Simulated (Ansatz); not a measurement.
chloromethane cation (CH3Cl), SMILES CCl (connectivity only; charge and spin as stated), charge +1, multiplicity 2. Atoms are numbered in the order given.

```xyz
5

C     -1.0955    -0.0226     0.0000
Cl     0.6228     0.0060     0.0000
H     -1.4666    -0.4432     0.9375
H     -1.3558     1.0703     0.0000
H     -1.4666    -0.4432    -0.9375
```
Charge +1, spin multiplicity 2.

Geometry optimised at PBE0-D3(BJ)/def2-TZVP. The spin state was assumed, not searched.

Two levels are set side by side: PBE-D3(BJ)/def2-TZVP (Ansatz, a first-principles code) and PBE0-D3(BJ)/def2-TZVP (Ansatz). Each level has its own optimised geometry; the coordinates shown are those of the second. Differences are taken from unrounded values.

```
quantity              PBE0-D3(BJ)  PBE-D3(BJ)  PBE-D3(BJ) minus PBE0-D3(BJ)
--------------------  -----------  ----------  ----------------------------
mean bond length (Å)        1.257       1.266                         0.010
bond C1–Cl2 (Å)             1.719       1.723                         0.005
bond C1–H3 (Å)              1.092       1.102                         0.010
bond C1–H4 (Å)              1.124       1.138                         0.014
bond C1–H5 (Å)              1.092       1.102                         0.010
```

GGA bonds tend to be longer and softer than those of functionals with exact exchange. Differences between two approximate levels are no errors against the true value.
